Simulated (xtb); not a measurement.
Na₂, SMILES [Na][Na]. All values are semi-empirical tight-binding results from xtb (GFN2-xTB unless named), good for trends rather than for accurate numbers. Geometry optimised at GFN2-xTB.

For metal compounds this method's bond lengths and energies can be far off.

Computed properties:
```json
{
  "point_group_as_xtb_finds_it": "D∞h",
  "orbital_gap": "2.41 eV"
}
```
